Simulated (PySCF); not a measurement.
## The first ionisation energy along the halogens

All values are computed (PySCF 2.14, energy differences of UHF-based or UKS calculations, no spin-orbit coupling). Values in eV. The last column holds reference values (NIST; (s) semi-empirical, (t) theoretical, else measured). Unmarked ones compare directly (S terms, centres of terms, or small fine structure); those marked * lie between the lowest fine-structure levels and include a spin-orbit shift.

```json
{"element": "F (x2c-QZVPPall with one added diffuse shell each of s, p, d, f type, spin-free X2C)", "configurations": "[He] 2s2 2p5 → [He] 2s2 2p4", "UHF": "15.638", "PBE0": "17.427", "r2SCAN": "17.520", "MP2 (valence)": "17.359", "MP2 (valence and next inner shell)": "17.372", "SCS-MP2 (valence and next inner shell)": "17.369", "reference": "17.427"}
{"element": "Cl (x2c-QZVPPall with one added diffuse shell each of s, p, d, f type, spin-free X2C)", "configurations": "[Ne] 3s2 3p5 → [Ne] 3s2 3p4", "UHF": "11.746", "PBE0": "12.936", "r2SCAN": "12.996", "MP2 (valence)": "12.836", "MP2 (valence and next inner shell)": "12.846", "SCS-MP2 (valence and next inner shell)": "12.858", "reference": "12.974"}
{"element": "Br (x2c-QZVPPall with one added diffuse shell each of s, p, d, f type, spin-free X2C)", "configurations": "[Ar] 3d10 4s2 4p5 → [Ar] 3d10 4s2 4p4", "UHF": "10.712", "PBE0": "11.792", "r2SCAN": "11.851", "MP2 (valence)": "11.659", "MP2 (valence and next inner shell)": "11.740", "SCS-MP2 (valence and next inner shell)": "11.728", "reference": "11.844"}
{"element": "I (x2c-QZVPPall with one added diffuse shell each of s, p, d, f type, spin-free X2C)", "configurations": "[Kr] 4d10 5s2 5p5 → [Kr] 4d10 5s2 5p4", "UHF": "9.541", "PBE0": "10.537", "r2SCAN": "10.537", "MP2 (valence)": "10.377", "MP2 (valence and next inner shell)": "10.502", "SCS-MP2 (valence and next inner shell)": "10.478", "reference": "10.519"}
```

Task: Which of these methods has the smallest mean absolute error against the measured values here?

Result: PBE0, with 0.027 eV.

```
                                method  elements  mean error (eV)  mean absolute error (eV)  largest error (eV)
                                   UHF         4           -1.281                     1.281              -1.789
                                  PBE0         4           -0.018                     0.027              -0.052
                                r2SCAN         4            0.035                     0.035               0.093
                         MP2 (valence)         4           -0.133                     0.133              -0.185
    MP2 (valence and next inner shell)         4           -0.076                     0.076              -0.128
SCS-MP2 (valence and next inner shell)         4           -0.083                     0.083              -0.116
```

Errors include the incompleteness of the basis and the frozen core.

"Valence" correlates the outer s and p shells and, in groups 3 to 12 and the f block, the outer d or f shell, open or full, or the next shell where the ion has no valence electron left; the wider scheme adds the next inner shell.
